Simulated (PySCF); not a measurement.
Zinc-blende AlAs: correlation energy from several methods in one and the same small orbital space (PySCF; 2 atoms at the zone centre, 8 electrons in 20 orbitals, empty ones MP2 natural orbitals of a TZ basis, lattice constant set to 5.661 Å). It tests the methods against each other and lies far from the crystal's limit.

Full CI gives -2.0777 eV per atom.

Q: What share of it do MP2, CCSD, CCSD(T), CCSDT, CCSDT(Q) recover?

A: MP2 71.3 %; CCSD 97.5 %; CCSD(T) 99.2 %; CCSDT 99.8 %; CCSDT(Q) 99.9 %.

| method | E_corr (eV per atom) | share of full CI (%) | error (meV) |
|---|---|---|---|
| MP2 | -1.4813 | 71.3 | 596 |
| CCSD | -2.0256 | 97.5 | 52 |
| CCSD(T) | -2.0616 | 99.2 | 16 |
| CCSDT | -2.0730 | 99.8 | 5 |
| CCSDT(Q) | -2.0763 | 99.9 | 1 |
| full CI | -2.0777 | 100.0 | 0 |

The Hartree–Fock determinant has a weight of 0.89 in the full CI state.

MP2, (T) and (Q) use filled levels shifted down by the Madelung term, which in so small a cell is a large part of the gap, so these rows hang on it.
